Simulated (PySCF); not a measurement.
One ligand Y is varied and pulled off as a radical: Zn(OCH3)1–Y. All species are isolated molecules in the gas phase. One relaxed conformer stands for each flexible species; it need not be the lowest. Multiplicities are imposed; where one is given, others were not computed. Strings in code marks are SMILES.

Level of theory: BP86-D3(BJ)/def2-TZVP // BP86-D3(BJ)/def2-SVP (PySCF). 

```json
[
 {"species": "ligand removed as a radical ([Zn(OCH3)])", "highest occupied spin orbital (eV)": "…"},
 {"species": "free radical NH2 (`[NH2]`)", "highest occupied spin orbital (eV)": "-7.34"},
 {"species": "free radical N(CH3)2 (`[N](C)C`)", "highest occupied spin orbital (eV)": "-5.66"},
 {"species": "free radical SH (`[SH]`)", "highest occupied spin orbital (eV)": "-6.25"}
]
```

Problem. Some entries are withheld; supply them.

Solution. 
- ligand removed as a radical ([Zn(OCH3)]), highest occupied spin orbital (eV): -5.28
